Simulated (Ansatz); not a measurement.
# Abstraction of H: AlH(CH3)(SH) + MgNH2 → Al(CH3)(SH) + MgH(NH2)

Species: AlH(CH3)(SH), singlet; MgNH2 `[NH2][Mg]`, doublet; Al(CH3)(SH), doublet; MgH(NH2), singlet. A radical takes H: the energy is the difference in strength between the Al–H bond broken and the Mg–H bond made.

Shapes, held fixed at every level: PBE0-D4/def2-TZVP. Flexible molecules stand in one conformer, not always the lowest. Programs: Ansatz 0.2.0. The zero-point and thermal change to 298 K, harmonic and unscaled (PBE0-D4/def2-TZVP), is -3.4 kJ/mol.

**Question.** Estimate ΔH(298 K) of this reaction.

**Answer.** The highest level, CCSD(T)/def2-TZVPP, gives ΔH(298 K) = +59.2 kJ/mol; the levels span +51.0 to +66.1. The column of differences is taken from that level and isn't an error. No measured value is set beside it here. Open shells run unrestricted. Outer-core shells of Mg are correlated in most correlated rows, in sets that cover them unevenly. Times are processor times on shared x86 and Arm servers, and rough.

| level | kind | ΔH(298 K) (kJ/mol) | less CCSD(T)/def2-TZVPP | CPU time (sum over the molecules) |
| --- | --- | --- | --- | --- |
| MP2/def2-SVP | perturbation theory | +66.1 | +6.9 | – |
| PBE-D4/def2-TZVPP | GGA | +51.0 | -8.2 | 16 s |
| r2SCAN-D4/def2-TZVPP | meta-GGA | +54.9 | -4.3 | 23 s |
| B3LYP-D4/def2-TZVPP | global hybrid | +53.6 | -5.6 | 21 s |
| BHLYP-D4/def2-TZVPP | global hybrid | +58.4 | -0.8 | 16 s |
| PBE0-D4/def2-TZVPP | global hybrid | +55.8 | -3.4 | 15 s |
| CCSD(T)/def2-SVP | coupled cluster or CI | +60.7 | +1.5 | 14 s |
| CCSD(T)/def2-TZVPP | coupled cluster or CI | +59.2 | 0.0 | 3 min |
